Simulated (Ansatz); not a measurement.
Gas-phase electronic energies from Ansatz, PBE0-D4/def2-TZVP geometries. CBS: MP2 limit from def2 TZ/QZ plus the TZ coupled-cluster correction, frozen cores. This one scheme is used for every species. DFT in def2-TZVPP. One conformer a species, not always the lowest.

`S[Si]S` + `CC(O)(F)S` → `O[Si]S` + `CC(F)(S)S`  (formal exchange of groups at the Si–S bond)

| level | ΔE (eV) |
| --- | --- |
| PBE-D4 | 0.09 |
| ωB97M-V | -0.03 |
| B2PLYP | -0.03 |
| PBE | 0.10 |
| HF/def2-TZVPP | 0.04 |
| HF/def2-QZVPP | 0.02 |
| HF/CBS(def2) | 0.01 |
| CCSD/CBS(def2) | -0.06 |

(1) What does CCSD(T)/CBS give? (An estimate is asked.)

Largest T1 diagnostic among the species: 0.015.

Answers

(1) Ansatz gave: -0.05 eV. The listed levels differ from it by 0.14, 0.02, 0.02, 0.15, 0.09, 0.07, 0.06, -0.01 eV.

In def2-TZVPP, CCSD(T) changes the Hartree–Fock value by −0.06 eV (the triples alone add +0.01 eV) and MP2 by −0.11 eV.
